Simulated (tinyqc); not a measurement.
CIS on RHF in the sto-6g basis, frozen core, for LiH, spin multiplicity 1, step by step. One step of it, computed by the program tinyqc.

Question. Integrals over molecular orbitals. (pq|rs) = sum C_ip C_jq C_kr C_ls (ij|kl), one index at a time.

coefficients C:
```
,MO1,MO2,MO3,MO4,MO5,MO6
1Li 1s,0.993820,-0.159849,-0.198936,0.000000,0.000000,0.083859
1Li 2s,0.023589,0.443396,0.798449,0.000000,0.000000,-0.721498
1Li 2px,0.000000,0.000000,0.000000,0.974062,-0.226281,0.000000
1Li 2py,0.000000,0.000000,0.000000,0.226281,0.974062,0.000000
1Li 2pz,-0.005993,0.347015,-0.615425,0.000000,0.000000,-0.985103
2H 1s,0.004167,0.553593,-0.129080,0.000000,0.000000,1.198240
```

core Hamiltonian H = T + V (hartree), lower triangle:
```
,1Li 1s,1Li 2s,1Li 2px,1Li 2py,1Li 2pz,2H 1s
1Li 1s,-4.787457
1Li 2s,-1.018495,-1.387727
1Li 2px,0.000000,0.000000,-1.141090
1Li 2py,0.000000,0.000000,0.000000,-1.141090
1Li 2pz,-0.017598,-0.123586,0.000000,0.000000,-1.240369
2H 1s,-0.325376,-0.712083,0.000000,0.000000,-0.852933,-1.479190
```

Two-electron integrals (ij|kl) in chemists' order, unique and non-zero (hartree):
```
i,j,k,l,(ij|kl)
1,1,1,1,1.681247
2,1,1,1,0.242603
2,1,2,1,0.044507
2,2,1,1,0.397190
2,2,2,1,0.090279
2,2,2,2,0.290625
3,1,3,1,0.009437
3,2,3,1,0.014261
3,2,3,2,0.064236
3,3,1,1,0.397190
3,3,2,1,0.090279
3,3,2,2,0.290625
3,3,3,3,0.313125
4,1,4,1,0.009437
4,2,4,1,0.014261
4,2,4,2,0.064236
4,3,4,3,0.016875
4,4,1,1,0.397190
4,4,2,1,0.090279
4,4,2,2,0.290625
4,4,3,3,0.279374
4,4,4,4,0.313125
5,1,5,1,0.009437
5,2,5,1,0.014261
5,2,5,2,0.064236
5,3,5,3,0.016875
5,4,5,4,0.016875
5,5,1,1,0.397190
5,5,2,1,0.090279
5,5,2,2,0.290625
5,5,3,3,0.279374
5,5,4,4,0.279374
5,5,5,5,0.313125
6,1,1,1,0.076370
6,1,2,1,0.013665
6,1,2,2,0.027778
6,1,3,3,0.027404
6,1,4,4,0.027404
6,1,5,1,0.001806
6,1,5,2,0.003563
6,1,5,5,0.028526
6,1,6,1,0.004631
6,2,1,1,0.155532
6,2,2,1,0.035677
6,2,2,2,0.118769
6,2,3,3,0.113031
6,2,4,4,0.113031
6,2,5,1,0.006202
6,2,5,2,0.034084
6,2,5,5,0.130246
6,2,6,1,0.013032
6,2,6,2,0.076837
6,3,3,1,0.003256
6,3,3,2,0.014191
6,3,5,3,0.005441
6,3,6,3,0.005972
6,4,4,1,0.003256
6,4,4,2,0.014191
6,4,5,4,0.005441
6,4,6,4,0.005972
6,5,1,1,0.185687
6,5,2,1,0.043094
6,5,2,2,0.148538
6,5,3,3,0.138718
6,5,4,4,0.138718
6,5,5,1,0.009695
6,5,5,2,0.052468
6,5,5,5,0.168178
6,5,6,1,0.016550
6,5,6,2,0.106198
6,5,6,5,0.149451
6,6,1,1,0.335621
6,6,2,1,0.078561
6,6,2,2,0.283690
6,6,3,3,0.259365
6,6,4,4,0.259365
6,6,5,1,0.016440
6,6,5,2,0.106538
6,6,5,5,0.332335
6,6,6,1,0.030558
6,6,6,2,0.226747
6,6,6,5,0.326608
6,6,6,6,0.774999
```

Give: one-electron integrals over orbitals h = C^T H C; Two-electron integrals over orbitals.

Answer.

one-electron integrals over orbitals h = C^T H C (hartree), lower triangle:
```
,1,2,3,4,5,6
1,-4.780
2,0.106,-1.509
3,0.170,0.030,-1.133
4,0.000,0.000,0.000,-1.141
5,0.000,0.000,0.000,0.000,-1.141
6,-0.038,-0.059,0.036,0.000,0.000,-0.954
```

Two-electron integrals over orbitals (pq|rs), unique and non-zero (hartree); the lowest 1 orbital is frozen and left out:
```
p,q,r,s,(pq|rs)
2,2,2,2,0.492
3,2,2,2,-0.047
3,2,3,2,0.012
3,3,2,2,0.224
3,3,3,2,0.007
3,3,3,3,0.340
4,2,4,2,0.023
4,3,4,2,0.019
4,3,4,3,0.041
4,4,2,2,0.272
4,4,3,2,0.005
4,4,3,3,0.283
4,4,4,4,0.313
5,2,5,2,0.023
5,3,5,2,0.019
5,3,5,3,0.041
5,4,5,4,0.017
5,5,2,2,0.272
5,5,3,2,0.005
5,5,3,3,0.283
5,5,4,4,0.279
5,5,5,5,0.313
6,2,2,2,0.130
6,2,3,2,-0.033
6,2,3,3,-0.013
6,2,4,4,-0.015
6,2,5,5,-0.015
6,2,6,2,0.125
6,3,2,2,-0.050
6,3,3,2,0.008
6,3,3,3,0.036
6,3,4,4,1.39e-03
6,3,5,5,1.39e-03
6,3,6,2,-0.030
6,3,6,3,0.025
6,4,4,2,-0.020
6,4,4,3,-0.014
6,4,6,4,0.020
6,5,5,2,-0.020
6,5,5,3,-0.014
6,5,6,5,0.020
6,6,2,2,0.457
6,6,3,2,-0.041
6,6,3,3,0.241
6,6,4,4,0.269
6,6,5,5,0.269
6,6,6,2,0.137
6,6,6,3,-0.043
6,6,6,6,0.457
```
